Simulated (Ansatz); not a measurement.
# H2ClO (doublet): from Hartree-Fock to the top rungs at distance O1–H3 along a hydrogen transfer = 1.315 Å, cc-pVDZ

Aim: climb from Hartree-Fock through coupled cluster and multireference methods for H2ClO (doublet) at one geometry and basis, and see what each rung misses.

Method: cc-pVDZ, core rule «outside noble gas», up to 6 orbitals frozen; program: Ansatz 0.2.0, Gaussian basis.

To be run: UHF; CCSD(T) on ROHF; CCSD(T) on UHF; BCCD(T) on ROHF; CISD; CCSDT(Q) on ROHF; CCSDT(Q) on UHF; CASSCF and MRCISD+Q, 3 electrons in 3 orbitals; CASSCF and NEVPT2, 3 electrons in 3 orbitals; CASSCF and MRCISD+Q, 15 electrons in 10 orbitals; CASSCF and MRCISD+Q(relaxed), 15 electrons in 10 orbitals; CASSCF and NEVPT2, 15 electrons in 10 orbitals.

11 further runs of the same task are left out: 3 for a known fault of the program, 1 for a mislabelled method, 7 that didn't finish.

### 1 The system

The geometry derives from fragments relaxed apart (PBE0/def2-TZVP) and kept rigid, so it is no stationary point. A hydrogen atom is moved between rigid fragments.

4 atoms, charge 0, spin multiplicity 2.

Atoms are counted from 1 here; the program's logs count them from 0.

Bond lengths: O1–H2 0.960 Å, H3–Cl4 1.616 Å.

### 2 UHF

Contents of in.yaml:

```yaml
crystal:
  periodic: [false, false, false]
  atoms:
    - {symbol: O, position_ang: [-0.999173, -0.231644, 0.000000]}
    - {symbol: H, position_ang: [-1.248482, 0.694932, 0.000000]}
    - {symbol: H, position_ang: [0.315827, -0.231644, 0.000000]}
    - {symbol: Cl, position_ang: [1.931827, -0.231644, 0.000000]}
basis:
  gaussian: {orbitals: cc-pVDZ}
magnetization: {spin_polarized: true, initial_magnetization: 1}
hamiltonian: {xc: hf}
output: {orbitals: {seedname: orbitals}}
```

Started as:

```console
$ ansatz run in.yaml --threads 1 --pin off --events-out ev --progress --plain --max-ram 2393MiB
```

Further steps of the session: CCSD(T) on ROHF; CCSD(T) on UHF; BCCD(T) on ROHF; CISD; CCSDT(Q) on ROHF; CCSDT(Q) on UHF; CASSCF and MRCISD+Q, 3 electrons in 3 orbitals; CASSCF and NEVPT2, 3 electrons in 3 orbitals; CASSCF and MRCISD+Q, 15 electrons in 10 orbitals; CASSCF and MRCISD+Q(relaxed), 15 electrons in 10 orbitals; CASSCF and NEVPT2, 15 electrons in 10 orbitals.

Before running them: what should the planned runs give, taken together? Wanted: UCCSDT(Q) below the RHF energy; RMP2 from UCCSDT(Q); UMP2 from UCCSDT(Q); RCCSD from UCCSDT(Q); RCCSD(T) from UCCSDT(Q); UCCSD(T) from UCCSDT(Q); RCCSDT(Q) from UCCSDT(Q); NEVPT2 pair from UCCSDT(Q); NEVPT2 valence from UCCSDT(Q).

The runs gave:

| quantity | value |
| --- | --- |
| UCCSDT(Q) below the RHF energy | -9.5495 eV |
| RMP2 from UCCSDT(Q) | +1257.0 meV |
| UMP2 from UCCSDT(Q) | +1171.7 meV |
| RCCSD from UCCSDT(Q) | +261.6 meV |
| RCCSD(T) from UCCSDT(Q) | +53.6 meV |
| UCCSD(T) from UCCSDT(Q) | +47.5 meV |
| RCCSDT(Q) from UCCSDT(Q) | +0.1 meV |
| NEVPT2 pair from UCCSDT(Q) | +1088.2 meV |
| NEVPT2 valence from UCCSDT(Q) | +1879.1 meV |
| MRCISD+Q valence from UCCSDT(Q) | +272.0 meV |
| levels within 1 kcal/mol (43 meV) | RCCSDT, UCCSDT, RCCSDT(Q) |
| T1 diagnostic | 0.055 |
| effectively unpaired electrons | 1.01 |

**Reading.** RCCSD(T) misses by +53.6 meV, 0.6 % of the correlation energy. The occupations are near whole numbers, but T1 = 0.055 shows that the orbitals relax strongly. Of the multireference levels listed MRCISD+Q(relaxed) valence comes nearest in total energy (+224.0 meV), which doesn't show that its space is the better one. Coupled cluster took another determinant than the lowest Hartree-Fock one. These misses are within one basis, not against nature; the frozen cores of restricted and unrestricted runs differ, which can shift their rows.
